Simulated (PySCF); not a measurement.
# C2H2O2 (Glyoxal): the cost of one run

Computed with PySCF 2.14.0 and routines of our own; the level stands in each step. Atoms count from 0.

## Step 1: The system as given

6 atoms, charge 0, multiplicity 1; geometry from: GFN2-xTB.

## Step 2: Geometry optimisation at B3LYP/6-31+G*

The job: settings as JSON, then the geometry in Å.

```
{"job": {"xc": "B3LYP", "basis": "6-31+G*", "grid": 1, "kind": "geom"}, "charge": 0, "multiplicity": 1}
O      1.393302    -0.316295     0.975180
C      0.756804    -0.056765    -0.004770
C     -0.755939     0.057514    -0.003287
O     -1.394365     0.319336    -0.981331
H      1.215026     0.121649    -0.993541
H     -1.211706    -0.123449     0.986175
```

The run is started by

```sh
$ OMP_NUM_THREADS=1 python excited_run.py task.json out
```

One launch serves the whole session: the jobs run in the order shown.

Q: Estimate the wall time and peak memory of this first job on 1 thread of Arm Neoverse V1, shared host.

About 6.8 s, with a peak of 0.38 GiB.
